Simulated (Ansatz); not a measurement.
How the smallest direct gap on the k points sampled of rutile MnO2 moves with the method

No measured value is used here.

Q: Put these levels in order of the smallest direct gap on the k points sampled that they give for rutile MnO2, smallest first: Hartree–Fock (Ansatz, a first-principles code), PBE0 (Ansatz), r²SCAN0 (Ansatz).

A: PBE0 (2.46 eV), r²SCAN0 (2.76 eV), Hartree–Fock (10.71 eV)

Computed values are for a static lattice. Spin-polarised runs: Hartree–Fock (opposed moments), PBE0 (opposed moments), r²SCAN0 (opposed moments). Values are at the measured cell (atoms relaxed with PBEsol). Cutoffs differ between the levels. Ansatz's density-functional and Hartree–Fock values are scalar-relativistic unless marked +SOC, with PAW data made under PBE.
